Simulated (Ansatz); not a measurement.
Ansatz results at the PBE0-D4/def2-TZVP geometry: HOMO energy (B3LYP/def2-TZVPP) -7.53 eV; HOMO–LUMO gap (ωB97M-V/def2-TZVPP) 12.54 eV; HOMO energy (PBE/def2-TZVPP) -6.13 eV.

Each molecule was computed in one conformer, which needn't be the lowest.

Question: Which molecule gave them?
A. `CCCOCC`
B. `C/C=C\C(C)C`
C. `CC(C)CCO`
D. `COC(C)(C)C`

Answer: C. The others give `CCCOCC`: -7.00, 12.35, -5.67; `C/C=C\C(C)C`: -6.71, 11.84, -5.82; `COC(C)(C)C`: -7.01, 12.18, -5.66.

B3LYP here is the variant with VWN-RPA as its local correlation; programs differ in this.
